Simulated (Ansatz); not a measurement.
This geometry of BFH₅N (8 atoms, charge 0, multiplicity 1) is a first-order saddle point.

The calculation used Ansatz 0.2.0, RKS PBE0-D4/def2-SVP.

```xyz
8
Properties=species:S:1:pos:R:3
B 0.048 -0.397 -0.011
F -0.309 0.259 1.617
H 1.097 0.124 -0.304
H -0.959 -0.177 -0.637
N 0.140 -1.747 0.646
H -0.581 -2.429 0.431
H 1.052 -2.189 0.694
H -0.165 -0.784 1.663
```

(1) Which two structures does it join? (They come from a converged band through this point; their orientation in space is the band's.)

(2) How far does it lie above each of them?

Answers

(1) Bonds broken: B1–F2, N5–H8. Bonds formed: F2–H8. BFH5N becomes BH4N + FH.

First end point:

```xyz
8
Properties=species:S:1:pos:R:3
B 0.032 -0.136 0.172
F 0.220 0.662 1.296
H 0.974 -0.135 -0.618
H -1.080 -0.042 -0.342
N 0.043 -1.673 0.792
H -0.133 -2.364 0.062
H 0.945 -1.882 1.225
H -0.678 -1.769 1.509
```

Last end point:

```xyz
8
Properties=species:S:1:pos:R:3
B 0.105 -0.568 -0.374
F -0.397 0.181 2.373
H 1.104 0.083 -0.547
H -0.966 -0.259 -0.833
N 0.189 -1.731 0.409
H -0.583 -2.382 0.503
H 1.074 -2.108 0.732
H -0.201 -0.556 1.834
```

(2) 1.34 eV above the first and 0.35 eV above the second. This is the barrier of this one path; another mechanism may lie lower. The orbitals stay closed-shell, which can raise the energy where a bond breaks towards radicals; this wasn't checked here.

The run took 2.4 min on 1 thread of Arm Neoverse V1 (shared host), peak memory 0.12 GiB.
